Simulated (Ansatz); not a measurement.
**Relative stability**

The two ends of one reaction step of BH₅F₂, closed shell (PBE0-D4/def2-TZVP).

A:

B1  (-0.570, 0.085, -0.762)
H2  (0.324, -0.753, -0.774)
H3  (-0.628, 0.728, -1.764)
H4  (-1.575, -0.225, -0.192)
H5  (0.534, 0.672, 1.008)
F6  (0.107, 1.236, 0.353)
H7  (0.758, -1.048, 0.647)
F8  (1.050, -0.695, 1.483)
(Å)

B:

```
8
angstrom
B -0.8520 0.6375 -0.6128
H 0.6619 -1.4710 -1.0837
H -0.7989 0.7909 -1.7954
H -1.6418 -0.0477 -0.0380
H 0.7633 0.4692 1.6153
F 0.0181 1.3236 0.1267
H 0.7998 -1.4616 -0.3478
F 1.0495 -0.2407 2.1359
```

Program: Ansatz 0.2.0. Basis: def2-TZVPP. Cores are frozen in the correlated methods. B3LYP uses VWN-RPA correlation.

Problem. Which structure is lower at CCSD(T), and by how much? (An estimate is asked for; the value comes from the calculation.)

Solution. Computed: B, by 92.8 kJ/mol (electronic energy, against the other). By their contacts, A is a complex of BH₄F ([BH3][FH]) + HF and B is a complex of BH₂F ([BH2][F]) + HF + H₂.

All methods give the same order:

```tsv
method	E(B) − E(A) (kJ/mol)
SPW92	-27.6
PBE-D4	-71.9
BLYP-D4	-93.2
r2SCAN-D4	-79.9
B97M-V	-88.7
PBE0-D4	-77.6
B3LYP-D4	-94.2
r2SCAN0-D4	-83.4
BHLYP-D4	-101.0
CAM-B3LYP-D4	-88.1
wB97X-V	-89.8
wB97M-V	-86.8
B2PLYP	-96.0
PBE-QIDH	-84.9
RPA on PBE	-96.0
HF	-139.7
MP2	-93.7
CCSD	-98.4
CCSD(T)	-92.8
```

The T1 diagnostic stays at or below 0.012.

Labels in which every atom is bracketed show which atoms are joined, not bond orders.

For scale, one of the runs: CCSD(T)/def2-TZVPP, 163 basis functions (an equivalent command: `ansatz run in.yaml --threads 2`). The run took 14 s on 2 CPU threads (shared host), with 1.5 GiB of host memory at its peak.
